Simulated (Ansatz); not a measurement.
H2OSi can be A, `O[SiH]`, or B, `O=[SiH2]`.

Program: Ansatz. Geometries: PBE0-D4/def2-TZVP. ΔE: electronic, gas phase. CCSD(T)/CBS is frozen-core, at the limit of the def2 triple- and quadruple-zeta sets. DFT in def2-TZVPP. B3LYP here is the variant with VWN-RPA as its local correlation; programs differ in this.

(1) Which is lower in electronic energy at CCSD(T)/CBS, and by how much? (An estimate is asked.)

(2) Give E(B) − E(A) in kcal/mol with MP2/def2-TZVPP, B2PLYP, LDA (SPW92), PBE0-D4, r2SCAN-D4, ωB97M-V, B3LYP. (Estimate.)

(3) Does the order hold for the free energy at 298.15 K (harmonic terms from PBE0-D4)? (Best estimate.)

Largest T1 diagnostic: 0.022.

Results:

(1) Computed: A, by 1.0 kcal/mol.

(2) The calculation gave: MP2/def2-TZVPP -2.8, B2PLYP -0.8, LDA (SPW92) 2.2, PBE0-D4 2.3, r2SCAN-D4 -1.7, ωB97M-V 3.6, B3LYP 1.0. The order is the other way round with MP2/def2-TZVPP, B2PLYP, r2SCAN-D4.

(3) Computed: Too close to call: G(B) − G(A) = -0.1 kcal/mol.

From r2SCAN to r2SCAN0 (25 % exact exchange), in def2-TZVPP and without D4, E(B) − E(A) moves by +2.6 kcal/mol. In def2-TZVPP, CCSD(T) changes the Hartree–Fock value by −3.6 kcal/mol (the triples alone add −1.5 kcal/mol) and MP2 by −8.0 kcal/mol.
